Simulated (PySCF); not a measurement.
Compound: C3H3F.
SMILES with atom numbers: `[F:1][CH:2]1[CH:3]=[CH:4]1` (hydrogens: H5 on C2; H6 on C3; H7 on C4)

Geometry (GFN2-xTB, Å), atoms numbered from 1 in this order:
```xyz
7
C3H3F angstrom
F     -1.4396   -0.1366    1.0983
C     -0.6891   -0.1363   -0.0656
C      0.7352   -0.5280    0.0174
C      0.4956    0.7471   -0.1377
H     -1.3480   -0.3612   -0.8959
H      1.4143   -1.3308    0.1642
H      0.8349    1.7507   -0.2079
```

Computed with CAM-B3LYP/def2-SVPD in PySCF (dipole) on a GFN2-xTB geometry, gas phase.

Masses are those of the commonest isotopes; rigid-rotor values at the optimised geometry. 

Question: What are A, B and C (cm⁻¹)?

Answer: Ia = 22.11, Ib = 71.20, Ic = 79.63 u·Å²; 505379 MHz·u·Å²/I gives 22856, 7098 and 6347 MHz, that is A = 0.76238, B = 0.23675, C = 0.21170 cm⁻¹.

Question: What kind of rotor is it?

Answer: A near-prolate asymmetric top; Ray's κ = -0.909.

Question: Is it planar, by Δ = Ic − Ia − Ib?

Answer: Not planar: Δ = Ic − Ia − Ib = -13.69 u·Å². For a rigid frame Δ = −2 Σ m c², so Σ m c² = 6.84 u·Å² lies off the ab plane: 2.73 from hydrogen and 4.11 from heavier atoms. The atom farthest from that plane is 1.55 Å away.

Question: Give the other two planar moments, Paa and Pbb, and the rms extents of the mass along the axes.

Answer: Paa = Σ m a² = (Ib + Ic − Ia)/2 = 64.36 and Pbb = Σ m b² = (Ia + Ic − Ib)/2 = 15.27 u·Å². With the mass M = 58.02 u, the rms extents √(P/M) along a, b and c are 1.05, 0.51, 0.34 Å.

Question: Which lines would a microwave search look for?

Answer: The dipole components are |μa| = 2.31 D, |μb| = 0.00 D, |μc| = 0.56 D; the mirror of this Cs structure is the ac plane, so μb vanishes by symmetry and there are no b-type lines. The squared components, which scale the intensities, stand as 1.00 : 0.06 (a : c). Some lines, for components of 0.1 D or more:

| type | branch | J(Ka,Kc) | MHz | lower level (cm⁻¹) |
| --- | --- | --- | --- | --- |
| a | Q | 4(2,2) ← 4(2,3) | 391 | 6.636 |
| a | Q | 1(1,0) ← 1(1,1) | 751 | 0.974 |
| a | Q | 2(1,1) ← 2(1,2) | 2253 | 1.846 |
| a | Q | 3(1,2) ← 3(1,3) | 4505 | 3.153 |
| a | Q | 5(1,4) ← 5(1,5) | 11249 | 7.071 |
| c | Q | 4(1,4) ← 4(0,4) | 12703 | 4.472 |
| a | R | 2(1,2) ← 1(1,1) | 26138 | 0.974 |
| a | R | 3(1,3) ← 2(1,2) | 39190 | 1.846 |
| a | R | 3(0,3) ← 2(0,2) | 40228 | 1.344 |
| a | R | 3(2,2) ← 2(2,1) | 40333 | 3.498 |
| c | R | 2(1,1) ← 1(0,1) | 44148 | 0.448 |
| c | Q | 3(2,2) ← 3(1,2) | 46164 | 3.303 |
| a | R | 4(3,2) ← 3(3,1) | 53828 | 7.535 |
| a | R | 5(0,5) ← 4(0,4) | 66707 | 4.472 |
| a | R | 5(4,1) ← 4(4,0) | 67280 | 13.096 |
| a | R | 5(1,4) ← 4(1,3) | 68978 | 5.146 |
| c | R | 2(2,0) ← 1(1,0) | 74939 | 0.999 |
| c | Q | 3(3,1) ← 3(2,1) | 80552 | 4.848 |
| c | R | 3(2,1) ← 2(1,1) | 87737 | 1.921 |
| c | R | 5(2,3) ← 4(1,3) | 112765 | 5.146 |
| c | Q | 4(4,1) ← 4(3,1) | 112883 | 9.330 |
| c | R | 5(4,1) ← 4(3,1) | 180163 | 9.330 |
| c | R | 5(4,2) ← 4(3,2) | 180167 | 9.330 |

Question: Estimate the classical rotational partition function at 10 K, 50 K and 500 K.

Answer: Point group Cs, symmetry number σ = 1; q = (√π/σ)·√((kT/h)³/(ABC)), k/h = 20836.6 MHz/K: 166 at 10 K, 1860 at 50 K, 58700 at 500 K.

Not checked by GFN2-xTB frequencies. Zero-point vibration and centrifugal distortion are left out.
